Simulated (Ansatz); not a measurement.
**Rock-salt HfN**

Calculation: PBEsol in Ansatz (plane waves, PAW).

Settings: plane-wave cutoff 500 eV, 16×16×16 k mesh, Fermi–Dirac smearing 0.05 eV, scalar-relativistic PAW data made under PBE.

Cell (relaxed at this level):

```cif
data_HfN
_chemical_formula_sum 'Hf1 N1'
_space_group_name_H-M_alt 'P 1'
_space_group_IT_number 1
_cell_length_a 3.18291
_cell_length_b 3.18291
_cell_length_c 3.18291
_cell_angle_alpha 60.000
_cell_angle_beta 60.000
_cell_angle_gamma 60.000
loop_
_space_group_symop_operation_xyz
  'x, y, z'
loop_
_atom_site_label
_atom_site_type_symbol
_atom_site_fract_x
_atom_site_fract_y
_atom_site_fract_z
_atom_site_occupancy
Hf1 Hf 0.00000 0.00000 0.00000 1
N1 N 0.50000 0.50000 0.50000 1
```

| Property | Value |
|---|---|
| volume per atom | 11.40 Å³/atom |
| lattice parameter a | 4.501 Å |

Measured, for comparison: equilibrium volume per atom 11.57 Å³/atom, lattice constant a 4.524 Å (room temperature, no zero-point or thermal correction; as tabulated in Seo, Lee, Wen, Petrov, Greene, Gall, J. Appl. Phys. 96, 878 (2004)). Computed (rounded) less measured: equilibrium volume per atom -1.5 %, lattice constant a -0.5 %. A static lattice is as a rule a little smaller and stiffer than an uncorrected measurement, which narrows the difference in the equilibrium volume per atom, lattice constant a and would widen misses of the other sign.

Spin–orbit coupling is not included.

The computed numbers hold no vibrational or temperature effects.

Ansatz is a first-principles code.
